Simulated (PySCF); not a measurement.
Saddle point of SiNH$_{6}$F, closed shell (SiNH₄F ([NH2][SiH2][F]) + H₂ → SiNH₅ ([NH2][SiH3]) + HF; bonds formed: Si1–H7, F2–H6; bonds broken: Si1–F2, H6–H7), PBE0-D4/def2-TZVP structure:

Si1  (0.425, -0.069, 0.319)
F2  (0.104, -0.921, -1.432)
H3  (1.160, -1.293, 0.695)
H4  (0.927, 0.994, 1.244)
N5  (-1.244, 0.135, 0.468)
H6  (0.869, 0.009, -1.415)
H7  (1.316, 0.706, -0.900)
H8  (-1.918, -0.343, -0.103)
H9  (-1.640, 0.784, 1.124)
(Å)

Energies are electronic, without zero-point energy. Barriers and step energies count from the start structure reached by relaxing down the imaginary mode; all methods use the PBE0-D4 structures, on which another method's saddle can fall below an end. Program: PySCF 2.14 with density fitting (its default auxiliary sets; JK sets also for MP2 and CCSD(T)). Basis: def2-TZVPP, with def2-QZVPP for the basis limit. Cores are frozen in the correlated methods. B3LYP uses VWN-RPA correlation. Extrapolation: Hartree–Fock as exp(−7.88 √X), correlation as X^−2.97.

```
   method  barrier (kcal/mol)  step energy (kcal/mol)
    SPW92                   ?                   25.97
   PBE-D4               48.76                   27.78
r2SCAN-D4               53.15                   30.90
  PBE0-D4               52.98                   28.00
 B3LYP-D4               57.03                   30.36
 BHLYP-D4               61.80                   30.98
  wB97M-V                   ?                   30.50
       HF               74.20                   32.46
      MP2                   ?                   31.03
     CCSD               61.30                   29.91
  CCSD(T)               59.06                   29.86
```

Fill in the withheld barriers. (To be estimated.)

The calculation gives: MP2 58.66; wB97M-V 56.36; SPW92 40.25 kcal/mol. Each is the energy of the saddle less that of the start structure, by the same method.

For comparison, the barrier by CCSD(T) at an estimated basis limit (MP2 extrapolated from triple and quadruple zeta, plus CCSD(T) − MP2 in triple zeta) is 58.76 kcal/mol.

No T1 diagnostic of these runs exceeds 0.013.

Labels in which every atom is bracketed show which atoms are joined, not bond orders.

For scale, one of the runs: CCSD(T)/def2-TZVPP, 188 basis functions, launched by `OMP_NUM_THREADS=4 python run.py`. Time: 3.9 min of wall clock on 4 CPU threads of an Arm Neoverse V2; the host was shared. Peak host memory: 2 GiB.
